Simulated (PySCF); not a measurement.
## Vertical excitation energies

Species: C4H4NP.
SMILES with atom numbers: `[cH:1]1[cH:2][p:3][cH:4][cH:5][n:6]1` (hydrogens: H7 on C1; H8 on C2; H9 on C4; H10 on C5)

Theory: TDDFT PBE0/def2-SVPD, vertical, gas phase, core orbitals frozen in the response in PySCF. Isolated species at its PBE0-D3(BJ)/def2-SVP geometry, gas phase.

```csv
state,E (eV),λ (nm),ν̃ (cm⁻¹),f,symmetry,"main configurations (H = HOMO, L = LUMO)"
S1,3.90,318.0,31440,0.0079,B1 or B2,H→L (99%)
S2,4.59,270.1,37020,0.0000,–,H→L+1 (99%)
S3,4.93,251.5,39760,0.018,B1 or B2,"H-2→L (74%), H-1→L+1 (25%)"
S4,5.21,237.8,42050,0.0090,B1 or B2,H-3→L (98%)
S5,5.51,225.1,44420,0.073,A1,"H-1→L (84%), H-2→L+1 (14%)"
S6,5.99,207.0,48310,0.0000,–,H-3→L+1 (97%)
S7,6.15,201.7,49580,0.0000,–,H-4→L (97%)
S8,6.29,197.2,50710,0.189,B1 or B2,"H-1→L+1 (66%), H-2→L (21%)"
S9,6.73,184.3,54270,0.421,A1,"H-2→L+1 (82%), H-1→L (13%)"
S10,7.09,175.0,57150,0.0028,B1 or B2,H-4→L+1 (99%)
```

Triplets, Tamm–Dancoff:

```
state  E (eV)  λ (nm)  main configurations (H = HOMO, L = LUMO)
   T1    3.23   383.7                                 H→L (97%)
   T2    3.46   358.4                H-1→L (88%), H-2→L+1 (10%)
   T3    4.02   308.3                               H-2→L (96%)
   T4    4.21   294.4                               H-3→L (95%)
```

The lowest singlet comes at 318 nm (376 kJ/mol) in the ultraviolet; it is weak; its leading configuration is HOMO→LUMO (99%). The strongest level in the table is S9 at 6.73 eV (184 nm, f = 0.421). Löwdin shares by element: HOMO nitrogen 42%, carbon 20% or more, phosphorus 16% (atoms not listed hold the other 22%); LUMO phosphorus 39%, carbon 30% or more, nitrogen 17%. The listed states span 3.19 eV, and the widest gap between neighbours is 0.69 eV (S1 to S2). Orbital energies (eV): HOMO-3 -8.66, HOMO-2 -8.14, HOMO-1 -8.10, HOMO -7.44, LUMO -2.09, LUMO+1 -1.16, LUMO+2 0.84. The oscillator strengths of these states sum to 0.720; summed over the whole spectrum of an exact calculation they would give the number of electrons, 50 (Thomas–Reiche–Kuhn). The vertical ionisation energy (ΔSCF) is 9.43 eV, 2.34 eV above S10. Symmetry labels in C2v follow from the direction of the transition dipole and are given only for states with f of 0.002 or more; B1 and B2 swap with the choice of axes. Only the lowest 10 singlets were computed, as vertical energies without vibronic structure.
